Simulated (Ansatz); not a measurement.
The end point of a relaxation of Ir. Calculation: PBEsol (plane waves to 420 eV, PAW, scalar-relativistic; Ansatz, a first-principles code).

```xyz
1
Lattice="0.0000 1.9152 1.9152 1.9152 0.0000 1.9152 1.9152 1.9152 0.0000" Properties=species:S:1:pos:R:3 pbc="T T T"
Ir     0.0000     0.0000     0.0000
```

Task: Determine the symmetry and give the standard cell with its independent sites.

Result: Space group Fm-3m (No. 225); a = 3.830 Å, b = 3.830 Å, c = 3.830 Å, α = 90.00°, β = 90.00°, γ = 90.00°

```
atom  site  symmetry       x       y       z
----  ----  --------  ------  ------  ------
Ir      4a      m-3m  0.0000  0.0000  0.0000
```

This is the fcc (Cu type).

Task: Give the shortest distances between elements (the closest pairs, up to four, under 3.6 Å).

Result: Ir–Ir 2.71 Å.

- Volume per atom = 14.05 Å³
- Density = 22.72 g/cm³
- Band gap = no gap (metallic)

No spin polarisation in the result.

Measured for Ir: a 3.831 Å (static lattice; corrected from measurement; as listed in Daniel Mejia-Rodriguez, S. B. Trickey, Phys. Rev. B (2018)). Computed minus measured — a: PBEsol 0.0 %. The computed values are for a static lattice.

The run could not lose the symmetry of its start; a randomly shaken copy of 2 atoms returns to this structure.
